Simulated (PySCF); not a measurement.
C: ionisation energy

C [He] 2s2 2p2 (3P) → C⁺ [He] 2s2 2p1 (2P), as a difference of total energies. All numbers are calculated (PySCF 2.14, no relativity, point nucleus, in def2-QZVPPD). Correlated levels: valence: 1s2 frozen. The calculations carry no spin-orbit coupling.

```json
{"method": "UHF", "ionisation energy (eV)": "10.801", "error (eV)": "-0.461"}
{"method": "MP2 (valence)", "ionisation energy (eV)": "11.279", "error (eV)": "+0.017"}
{"method": "SCS-MP2 (valence)", "ionisation energy (eV)": "11.145", "error (eV)": "-0.117"}
{"method": "CCSD (valence)", "ionisation energy (eV)": "11.174", "error (eV)": "-0.088"}
{"method": "CCSD(T) (valence)", "ionisation energy (eV)": "11.204", "error (eV)": "-0.058"}
```

Reference: 11.262 eV (measured; NIST levels, between the centres of gravity of the two terms).

Errors of the correlated levels include the incompleteness of this basis and the frozen core.
